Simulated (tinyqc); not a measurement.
Worked calculation (part 1 of 2): RHF in the sto-6g basis, for H2O, spin multiplicity 1. Computed by tinyqc, a small Python program that keeps every step (integrals from PySCF). Settings: charge = 0, multiplicity = 1, basis = sto-6g, energy threshold = 1e-10, iteration cap = 71, orthogonalisation = symmetric, start = core, DIIS depth = 6, damping = 0.3, method = RHF. Command: `OMP_NUM_THREADS=1 python tinyqc.py 24539 24540 out.jsonl` (the two numbers bound the seeds that draw the settings). One thread of a shared host (Intel(R) Xeon(R) Processor @ 2.60GHz), about 0.1 s of CPU time with the checks. Later iterations appear only in the table of the cycle.

## One-electron integrals

Geometry (angstrom):
```
atom       x        y       z
O     0.0000   0.0000  0.0000
H     0.0000   0.7970  0.5290
H     0.0000  -0.7970  0.5290
```

Basis sto-6g: exponents (1/bohr^2) and contraction coefficients of normalised primitives:
```
element  l (shell)   exponent  coefficient
O            s (1)  1355.5842       0.0092
O            s (1)   248.5449       0.0494
O            s (1)    69.5339       0.1685
O            s (1)    23.8868       0.3706
O            s (1)     9.2759       0.4165
O            s (1)     3.8203       0.1303
O            s (2)    52.1878      -0.0133
O            s (2)    10.3293      -0.0470
O            s (2)     3.2103      -0.0338
O            s (2)     1.2351       0.2502
O            s (2)     0.5364       0.5951
O            s (2)     0.2459       0.2407
O            p (3)    52.1878       0.0038
O            p (3)    10.3293       0.0377
O            p (3)     3.2103       0.1739
O            p (3)     1.2351       0.4180
O            p (3)     0.5364       0.4259
O            p (3)     0.2459       0.1017
H            s (1)    35.5232       0.0092
H            s (1)     6.5131       0.0494
H            s (1)     1.8221       0.1685
H            s (1)     0.6260       0.3706
H            s (1)     0.2431       0.4165
H            s (1)     0.1001       0.1303
```

Overlap, kinetic and nuclear-attraction integrals over the contracted functions; the nuclear repulsion is the sum of Za Zb / Rab.

nuclear repulsion = 9.183110 hartree

overlap S:
```
         1O 1s   1O 2s  1O 2px   1O 2py  1O 2pz   2H 1s    3H 1s
1O 1s   1.0000  0.2311  0.0000   0.0000  0.0000  0.0555   0.0555
1O 2s   0.2311  1.0000  0.0000   0.0000  0.0000  0.4772   0.4772
1O 2px  0.0000  0.0000  1.0000   0.0000  0.0000  0.0000   0.0000
1O 2py  0.0000  0.0000  0.0000   1.0000  0.0000  0.3274  -0.3274
1O 2pz  0.0000  0.0000  0.0000   0.0000  1.0000  0.2173   0.2173
2H 1s   0.0555  0.4772  0.0000   0.3274  0.2173  1.0000   0.2240
3H 1s   0.0555  0.4772  0.0000  -0.3274  0.2173  0.2240   1.0000
```

kinetic energy T (hartree):
```
          1O 1s    1O 2s  1O 2px   1O 2py  1O 2pz    2H 1s    3H 1s
1O 1s   29.3272  -0.8960  0.0000   0.0000  0.0000  -0.0024  -0.0024
1O 2s   -0.8960   0.8426  0.0000   0.0000  0.0000   0.1283   0.1283
1O 2px   0.0000   0.0000  2.5313   0.0000  0.0000   0.0000   0.0000
1O 2py   0.0000   0.0000  0.0000   2.5313  0.0000   0.2353  -0.2353
1O 2pz   0.0000   0.0000  0.0000   0.0000  2.5313   0.1561   0.1561
2H 1s   -0.0024   0.1283  0.0000   0.2353  0.1561   0.7685   0.0016
3H 1s   -0.0024   0.1283  0.0000  -0.2353  0.1561   0.0016   0.7685
```

nuclear attraction V (hartree):
```
           1O 1s     1O 2s    1O 2px    1O 2py    1O 2pz    2H 1s    3H 1s
1O 1s   -62.3647   -6.4070    0.0000    0.0000   -0.0182  -1.7634  -1.7634
1O 2s    -6.4070  -10.0918    0.0000    0.0000   -0.2023  -3.8618  -3.8618
1O 2px    0.0000    0.0000  -10.0076    0.0000    0.0000   0.0000   0.0000
1O 2py    0.0000    0.0000    0.0000  -10.1821    0.0000  -2.3707   2.3707
1O 2pz   -0.0182   -0.2023    0.0000    0.0000  -10.0845  -1.6350  -1.6350
2H 1s    -1.7634   -3.8618    0.0000   -2.3707   -1.6350  -5.8342  -1.4570
3H 1s    -1.7634   -3.8618    0.0000    2.3707   -1.6350  -1.4570  -5.8342
```

core Hamiltonian H = T + V (hartree):
```
           1O 1s    1O 2s   1O 2px   1O 2py   1O 2pz    2H 1s    3H 1s
1O 1s   -33.0375  -7.3030   0.0000   0.0000  -0.0182  -1.7658  -1.7658
1O 2s    -7.3030  -9.2492   0.0000   0.0000  -0.2023  -3.7335  -3.7335
1O 2px    0.0000   0.0000  -7.4763   0.0000   0.0000   0.0000   0.0000
1O 2py    0.0000   0.0000   0.0000  -7.6508   0.0000  -2.1355   2.1355
1O 2pz   -0.0182  -0.2023   0.0000   0.0000  -7.5532  -1.4789  -1.4789
2H 1s    -1.7658  -3.7335   0.0000  -2.1355  -1.4789  -5.0656  -1.4554
3H 1s    -1.7658  -3.7335   0.0000   2.1355  -1.4789  -1.4554  -5.0656
```

## Two-electron integrals

Functions are numbered as in S; the eight-fold symmetry (ij|kl) = (ji|kl) = (kl|ij) leaves the list below.

Two-electron integrals (ij|kl) in chemists' order, unique and non-zero (hartree):
```
(11|11) 4.7875      (21|11) 0.6759      (21|21) 0.1215      (22|11) 1.1174
(22|21) 0.2492      (22|22) 0.8174      (31|31) 0.0258      (32|31) 0.0391
(32|32) 0.1807      (33|11) 1.1174      (33|21) 0.2492      (33|22) 0.8174
(33|33) 0.8807      (41|41) 0.0258      (42|41) 0.0391      (42|42) 0.1807
(43|43) 0.0475      (44|11) 1.1174      (44|21) 0.2492      (44|22) 0.8174
(44|33) 0.7857      (44|44) 0.8807      (51|51) 0.0258      (52|51) 0.0391
(52|52) 0.1807      (53|53) 0.0475      (54|54) 0.0475      (55|11) 1.1174
(55|21) 0.2492      (55|22) 0.8174      (55|33) 0.7857      (55|44) 0.7857
(55|55) 0.8807      (61|11) 0.1733      (61|21) 0.0299      (61|22) 0.0598
(61|33) 0.0597      (61|41) 0.0012      (61|42) 0.0024      (61|44) 0.0600
(61|51) 0.0008      (61|52) 0.0016      (61|54) 1.80e-04    (61|55) 0.0598
(61|61) 0.0075      (62|11) 0.4040      (62|21) 0.0913      (62|22) 0.3294
(62|33) 0.3240      (62|41) 0.0061      (62|42) 0.0438      (62|44) 0.3352
(62|51) 0.0040      (62|52) 0.0291      (62|54) 0.0074      (62|55) 0.3289
(62|61) 0.0225      (62|62) 0.1621      (63|31) 0.0104      (63|32) 0.0576
(63|43) 0.0091      (63|53) 0.0061      (63|63) 0.0235      (64|11) 0.2362
(64|21) 0.0541      (64|22) 0.2084      (64|33) 0.1989      (64|41) 0.0136
(64|42) 0.0841      (64|44) 0.2242      (64|51) 0.0021      (64|52) 0.0176
(64|54) 0.0108      (64|55) 0.2020      (64|61) 0.0140      (64|62) 0.1248
(64|64) 0.1186      (65|11) 0.1568      (65|21) 0.0359      (65|22) 0.1383
(65|33) 0.1320      (65|41) 0.0021      (65|42) 0.0176      (65|44) 0.1367
(65|51) 0.0118      (65|52) 0.0693      (65|54) 0.0123      (65|55) 0.1462
(65|61) 0.0093      (65|62) 0.0828      (65|64) 0.0631      (65|65) 0.0654
(66|11) 0.5322      (66|21) 0.1225      (66|22) 0.5034      (66|33) 0.4831
(66|41) 0.0110      (66|42) 0.1071      (66|44) 0.5254      (66|51) 0.0073
(66|52) 0.0711      (66|54) 0.0281      (66|55) 0.5017      (66|61) 0.0306
(66|62) 0.3073      (66|64) 0.2703      (66|65) 0.1794      (66|66) 0.7750
(71|11) 0.1733      (71|21) 0.0299      (71|22) 0.0598      (71|33) 0.0597
(71|41) -0.0012     (71|42) -0.0024     (71|44) 0.0600      (71|51) 0.0008
(71|52) 0.0016      (71|54) -1.80e-04   (71|55) 0.0598      (71|61) 0.0074
(71|62) 0.0217      (71|64) 0.0122      (71|65) 0.0089      (71|66) 0.0290
(71|71) 0.0075      (72|11) 0.4040      (72|21) 0.0913      (72|22) 0.3294
(72|33) 0.3240      (72|41) -0.0061     (72|42) -0.0438     (72|44) 0.3352
(72|51) 0.0040      (72|52) 0.0291      (72|54) -0.0074     (72|55) 0.3289
(72|61) 0.0217      (72|62) 0.1305      (72|64) 0.0692      (72|65) 0.0647
(72|66) 0.2022      (72|71) 0.0225      (72|72) 0.1621      (73|31) 0.0104
(73|32) 0.0576      (73|43) -0.0091     (73|53) 0.0061      (73|63) 0.0183
(73|73) 0.0235      (74|11) -0.2362     (74|21) -0.0541     (74|22) -0.2084
(74|33) -0.1989     (74|41) 0.0136      (74|42) 0.0841      (74|44) -0.2242
(74|51) -0.0021     (74|52) -0.0176     (74|54) 0.0108      (74|55) -0.2020
(74|61) -0.0122     (74|62) -0.0692     (74|64) -0.0188     (74|65) -0.0335
(74|66) -0.0947     (74|71) -0.0140     (74|72) -0.1248     (74|74) 0.1186
(75|11) 0.1568      (75|21) 0.0359      (75|22) 0.1383      (75|33) 0.1320
(75|41) -0.0021     (75|42) -0.0176     (75|44) 0.1367      (75|51) 0.0118
(75|52) 0.0693      (75|54) -0.0123     (75|55) 0.1462      (75|61) 0.0089
(75|62) 0.0647      (75|64) 0.0335      (75|65) 0.0498      (75|66) 0.1098
(75|71) 0.0093      (75|72) 0.0828      (75|74) -0.0631     (75|75) 0.0654
(76|11) 0.1463      (76|21) 0.0333      (76|22) 0.1288      (76|33) 0.1262
(76|44) 0.1290      (76|51) 0.0024      (76|52) 0.0200      (76|55) 0.1312
(76|61) 0.0081      (76|62) 0.0614      (76|64) 0.0407      (76|65) 0.0353
(76|66) 0.1167      (76|71) 0.0081      (76|72) 0.0614      (76|74) -0.0407
(76|75) 0.0353      (76|76) 0.0279      (77|11) 0.5322      (77|21) 0.1225
(77|22) 0.5034      (77|33) 0.4831      (77|41) -0.0110     (77|42) -0.1071
(77|44) 0.5254      (77|51) 0.0073      (77|52) 0.0711      (77|54) -0.0281
(77|55) 0.5017      (77|61) 0.0290      (77|62) 0.2022      (77|64) 0.0947
(77|65) 0.1098      (77|66) 0.3272      (77|71) 0.0306      (77|72) 0.3073
(77|74) -0.2703     (77|75) 0.1794      (77|76) 0.1167      (77|77) 0.7750
```

## Orthogonalisation

S = U s U^T; symmetric (Loewdin) form X = U s^(-1/2) U^T, so that X^T S X = 1.

eigenvalues of S: 0.3431  0.4116  0.8948  1.0000  1.0806  1.3643  1.9055

X:
```
          1O 1s    1O 2s  1O 2px   1O 2py   1O 2pz    2H 1s    3H 1s
1O 1s    1.0229  -0.1390  0.0000   0.0000  -0.0086   0.0203   0.0203
1O 2s   -0.1390   1.2512  0.0000   0.0000   0.1030  -0.3014  -0.3014
1O 2px   0.0000   0.0000  1.0000   0.0000   0.0000   0.0000   0.0000
1O 2py   0.0000   0.0000  0.0000   1.1248   0.0000  -0.2414   0.2414
1O 2pz  -0.0086   0.1030  0.0000   0.0000   1.0460  -0.1351  -0.1351
2H 1s    0.0203  -0.3014  0.0000  -0.2414  -0.1351   1.2103  -0.0797
3H 1s    0.0203  -0.3014  0.0000   0.2414  -0.1351  -0.0797   1.2103
```

## Starting guess

The start is the orbitals of the core Hamiltonian; D = 2 C_occ C_occ^T.

D at the start:
```
          1O 1s    1O 2s  1O 2px   1O 2py   1O 2pz    2H 1s    3H 1s
1O 1s    2.1283  -0.5979  0.0000   0.0000  -0.0516   0.0920   0.0920
1O 2s   -0.5979   2.7680  0.0000   0.0000   0.3296  -0.4127  -0.4127
1O 2px   0.0000   0.0000  2.0000   0.0000   0.0000   0.0000   0.0000
1O 2py   0.0000   0.0000  0.0000   2.4337   0.0000  -0.4151   0.4151
1O 2pz  -0.0516   0.3296  0.0000   0.0000   2.1615  -0.2358  -0.2358
2H 1s    0.0920  -0.4127  0.0000  -0.4151  -0.2358   0.1488   0.0071
3H 1s    0.0920  -0.4127  0.0000   0.4151  -0.2358   0.0071   0.1488
```

## Iteration 1: building the Fock matrix

J_ij = sum D_kl (ij|kl), K_ij = sum D_kl (ik|jl); F = H + J - 0.5 K; E = tr D H + tr D J / 2 - 0.25 tr D K + E_nn.

Coulomb J (hartree):
```
          1O 1s    1O 2s  1O 2px   1O 2py   1O 2pz   2H 1s    3H 1s
1O 1s   18.8605   3.4000  0.0000   0.0000   0.0044  0.8393   0.8393
1O 2s    3.4000   8.8869  0.0000   0.0000  -0.0055  3.4688   3.4688
1O 2px   0.0000   0.0000  8.8925   0.0000   0.0000  0.0000   0.0000
1O 2py   0.0000   0.0000  0.0000   8.8814   0.0000  2.1462  -2.1462
1O 2pz   0.0044  -0.0055  0.0000   0.0000   8.8868  1.4213   1.4213
2H 1s    0.8393   3.4688  0.0000   2.1462   1.4213  5.0716   1.3268
3H 1s    0.8393   3.4688  0.0000  -2.1462   1.4213  1.3268   5.0716
```

exchange K (hartree):
```
         1O 1s   1O 2s  1O 2px   1O 2py  1O 2pz   2H 1s    3H 1s
1O 1s   9.9012  1.5982  0.0000   0.0000  0.0014  0.4217   0.4217
1O 2s   1.5982  2.8543  0.0000   0.0000  0.0003  0.9774   0.9774
1O 2px  0.0000  0.0000  2.3826   0.0000  0.0000  0.0000   0.0000
1O 2py  0.0000  0.0000  0.0000   2.3675  0.0000  0.4501  -0.4501
1O 2pz  0.0014  0.0003  0.0000   0.0000  2.3740  0.2976   0.2976
2H 1s   0.4217  0.9774  0.0000   0.4501  0.2976  0.5005   0.2940
3H 1s   0.4217  0.9774  0.0000  -0.4501  0.2976  0.2940   0.5005
```

Fock matrix F (hartree):
```
           1O 1s    1O 2s  1O 2px   1O 2py   1O 2pz    2H 1s    3H 1s
1O 1s   -19.1276  -4.7021  0.0000   0.0000  -0.0145  -1.1374  -1.1374
1O 2s    -4.7021  -1.7894  0.0000   0.0000  -0.2080  -0.7534  -0.7534
1O 2px    0.0000   0.0000  0.2249   0.0000   0.0000   0.0000   0.0000
1O 2py    0.0000   0.0000  0.0000   0.0469   0.0000  -0.2144   0.2144
1O 2pz   -0.0145  -0.2080  0.0000   0.0000   0.1466  -0.2064  -0.2064
2H 1s    -1.1374  -0.7534  0.0000  -0.2144  -0.2064  -0.2443  -0.2756
3H 1s    -1.1374  -0.7534  0.0000   0.2144  -0.2064  -0.2756  -0.2443
```

total energy of this density = -73.957562 hartree

This density is the starting one.

## Iteration 1: diagonalisation and new density

Diagonalise F' = X^T F X, C = X C', fill 5 alpha and 5 beta electrons from the bottom; D = 2 C_occ C_occ^T; the new density keeps 0.3 of the old one (damping). Each column has its largest component positive (the first on a tie).

F' = X^T F X (hartree):
```
          1        2       3        4        5        6        7
1  -18.7961  -2.4634  0.0000   0.0000  -0.0156  -0.2082  -0.2082
2   -2.4634  -0.7101  0.0000   0.0000  -0.0455  -0.4219  -0.4219
3    0.0000   0.0000  0.2249   0.0000   0.0000   0.0000   0.0000
4    0.0000   0.0000  0.0000   0.2958   0.0000  -0.3585   0.3585
5   -0.0156  -0.0455  0.0000   0.0000   0.2382  -0.2197  -0.2197
6   -0.2082  -0.4219  0.0000  -0.3585  -0.2197   0.2273  -0.0974
7   -0.2082  -0.4219  0.0000   0.3585  -0.2197  -0.0974   0.2273
```

orbital energies (hartree): MO1 -19.1328, MO2 -0.7742, MO3 -0.1970, MO4 0.1279, MO5 0.2249, MO6 0.6410, MO7 0.8175

coefficients C:
```
            MO1      MO2      MO3      MO4     MO5      MO6      MO7
1O 1s    0.9956  -0.2172   0.0000   0.1194  0.0000  -0.1175   0.0000
1O 2s    0.0207   0.7958   0.0000  -0.6378  0.0000   0.8583   0.0000
1O 2px   0.0000   0.0000   0.0000   0.0000  1.0000   0.0000   0.0000
1O 2py   0.0000   0.0000   0.5686   0.0000  0.0000   0.0000   1.0288
1O 2pz   0.0029   0.1909   0.0000   0.7411  0.0000   0.7455   0.0000
2H 1s   -0.0048   0.1756   0.4627   0.3092  0.0000  -0.7888  -0.8223
3H 1s   -0.0048   0.1756  -0.4627   0.3092  0.0000  -0.7888   0.8223
```

D after iteration 1:
```
          1O 1s    1O 2s  1O 2px   1O 2py   1O 2pz    2H 1s    3H 1s
1O 1s    2.1122  -0.4991  0.0000   0.0000   0.0545   0.0192   0.0192
1O 2s   -0.4991   2.2871  0.0000   0.0000  -0.3500  -0.2044  -0.2044
1O 2px   0.0000   0.0000  2.0000   0.0000   0.0000   0.0000   0.0000
1O 2py   0.0000   0.0000  0.0000   1.1828   0.0000   0.2438  -0.2438
1O 2pz   0.0545  -0.3500  0.0000   0.0000   1.4683   0.2970   0.2970
2H 1s    0.0192  -0.2044  0.0000   0.2438   0.2970   0.5214  -0.1204
3H 1s    0.0192  -0.2044  0.0000  -0.2438   0.2970  -0.1204   0.5214
```

## Iteration 2: building the Fock matrix

As before.

Coulomb J (hartree):
```
          1O 1s   1O 2s  1O 2px   1O 2py   1O 2pz   2H 1s    3H 1s
1O 1s   17.8094  3.1782  0.0000   0.0000  -0.0047  0.7856   0.7856
1O 2s    3.1782  8.3792  0.0000   0.0000   0.0229  3.3383   3.3383
1O 2px   0.0000  0.0000  8.3889   0.0000   0.0000  0.0000   0.0000
1O 2py   0.0000  0.0000  0.0000   8.3761   0.0000  2.0954  -2.0954
1O 2pz  -0.0047  0.0229  0.0000   0.0000   8.3726  1.4029   1.4029
2H 1s    0.7856  3.3383  0.0000   2.0954   1.4029  5.1186   1.3013
3H 1s    0.7856  3.3383  0.0000  -2.0954   1.4029  1.3013   5.1186
```

exchange K (hartree):
```
         1O 1s    1O 2s  1O 2px   1O 2py   1O 2pz   2H 1s    3H 1s
1O 1s   9.8324   1.5419  0.0000   0.0000   0.0032  0.4065   0.4065
1O 2s   1.5419   2.6703  0.0000   0.0000  -0.0810  1.0866   1.0866
1O 2px  0.0000   0.0000  2.3056   0.0000   0.0000  0.0000   0.0000
1O 2py  0.0000   0.0000  0.0000   1.9267   0.0000  0.6320  -0.6320
1O 2pz  0.0032  -0.0810  0.0000   0.0000   2.0588  0.4521   0.4521
2H 1s   0.4065   1.0866  0.0000   0.6320   0.4521  1.0712   0.3680
3H 1s   0.4065   1.0866  0.0000  -0.6320   0.4521  0.3680   1.0712
```

Fock matrix F (hartree):
```
           1O 1s    1O 2s   1O 2px   1O 2py   1O 2pz    2H 1s    3H 1s
1O 1s   -20.1443  -4.8958   0.0000   0.0000  -0.0245  -1.1835  -1.1835
1O 2s    -4.8958  -2.2051   0.0000   0.0000  -0.1389  -0.9385  -0.9385
1O 2px    0.0000   0.0000  -0.2402   0.0000   0.0000   0.0000   0.0000
1O 2py    0.0000   0.0000   0.0000  -0.2380   0.0000  -0.3561   0.3561
1O 2pz   -0.0245  -0.1389   0.0000   0.0000  -0.2099  -0.3020  -0.3020
2H 1s    -1.1835  -0.9385   0.0000  -0.3561  -0.3020  -0.4826  -0.3381
3H 1s    -1.1835  -0.9385   0.0000   0.3561  -0.3020  -0.3381  -0.4826
```

total energy of this density = -75.109737 hartree

This density is a damped mixture and is not idempotent.

## Iteration 2: DIIS over 2 matrices

error matrix X^T (FDS - SDF) X:
```
         1        2       3        4        5        6        7
1   0.0000   0.0073  0.0000   0.0000  -0.0063  -0.0571  -0.0571
2  -0.0073   0.0000  0.0000   0.0000  -0.0012   0.2104   0.2104
3   0.0000   0.0000  0.0000   0.0000   0.0000   0.0000   0.0000
4   0.0000   0.0000  0.0000   0.0000   0.0000   0.2298  -0.2298
5   0.0063   0.0012  0.0000   0.0000   0.0000   0.1386   0.1386
6   0.0571  -0.2104  0.0000  -0.2298  -0.1386   0.0000   0.0000
7   0.0571  -0.2104  0.0000   0.2298  -0.1386   0.0000   0.0000
```

B (overlaps of the stored error matrices):
```
               1              2
1  4.3386413e+00  1.4350214e+00
2  1.4350214e+00  4.7837727e-01
```

Minimise |sum c_i e_i|^2 with sum c_i = 1: solve [B -1; -1 0][c; lambda] = [0; -1] with B_ij = tr e_i^T e_j, and take F = sum c_i F_i.

DIIS coefficients: -0.4913  1.4913

extrapolated F (hartree):
```
           1O 1s    1O 2s   1O 2px   1O 2py   1O 2pz    2H 1s    3H 1s
1O 1s   -20.6438  -4.9909   0.0000   0.0000  -0.0295  -1.2062  -1.2062
1O 2s    -4.9909  -2.4093   0.0000   0.0000  -0.1050  -1.0294  -1.0294
1O 2px    0.0000   0.0000  -0.4687   0.0000   0.0000   0.0000   0.0000
1O 2py    0.0000   0.0000   0.0000  -0.3780   0.0000  -0.4257   0.4257
1O 2pz   -0.0295  -0.1050   0.0000   0.0000  -0.3851  -0.3490  -0.3490
2H 1s    -1.2062  -1.0294   0.0000  -0.4257  -0.3490  -0.5997  -0.3688
3H 1s    -1.2062  -1.0294   0.0000   0.4257  -0.3490  -0.3688  -0.5997
```

## Iteration 2: diagonalisation and new density

As before.

F' = X^T F X (hartree):
```
          1        2        3        4        5        6        7
1  -20.3146  -2.5091   0.0000   0.0000  -0.0469  -0.2130  -0.2130
2   -2.5091  -1.2470   0.0000   0.0000   0.1258  -0.5213  -0.5213
3    0.0000   0.0000  -0.4687   0.0000   0.0000   0.0000   0.0000
4    0.0000   0.0000   0.0000  -0.0428   0.0000  -0.4927   0.4927
5   -0.0469   0.1258   0.0000   0.0000  -0.2481  -0.3195  -0.3195
6   -0.2130  -0.5213   0.0000  -0.4927  -0.3195   0.0031  -0.0988
7   -0.2130  -0.5213   0.0000   0.4927  -0.3195  -0.0988   0.0031
```

orbital energies (hartree): MO1 -20.6469, MO2 -1.3258, MO3 -0.6709, MO4 -0.4955, MO5 -0.4687, MO6 0.5628, MO7 0.7301

coefficients C:
```
            MO1      MO2      MO3      MO4     MO5      MO6      MO7
1O 1s    0.9967  -0.2253   0.0000   0.0867  0.0000  -0.1212   0.0000
1O 2s    0.0155   0.8601   0.0000  -0.5012  0.0000   0.8865   0.0000
1O 2px   0.0000   0.0000   0.0000   0.0000  1.0000   0.0000   0.0000
1O 2py   0.0000   0.0000   0.6068   0.0000  0.0000   0.0000   1.0067
1O 2pz   0.0030   0.1072   0.0000   0.7951  0.0000   0.7055   0.0000
2H 1s   -0.0037   0.1415   0.4315   0.2855  0.0000  -0.8045  -0.8391
3H 1s   -0.0037   0.1415  -0.4315   0.2855  0.0000  -0.8045   0.8391
```

D after iteration 2:
```
          1O 1s    1O 2s  1O 2px   1O 2py   1O 2pz    2H 1s    3H 1s
1O 1s    2.1062  -0.4603  0.0000   0.0000   0.0833  -0.0094  -0.0094
1O 2s   -0.4603   2.0739  0.0000   0.0000  -0.5337  -0.0913  -0.0913
1O 2px   0.0000   0.0000  2.0000   0.0000   0.0000   0.0000   0.0000
1O 2py   0.0000   0.0000  0.0000   0.8704   0.0000   0.4397  -0.4397
1O 2pz   0.0833  -0.5337  0.0000   0.0000   1.3416   0.4281   0.4281
2H 1s   -0.0094  -0.0913  0.0000   0.4397   0.4281   0.5592  -0.1546
3H 1s   -0.0094  -0.0913  0.0000  -0.4397   0.4281  -0.1546   0.5592
```
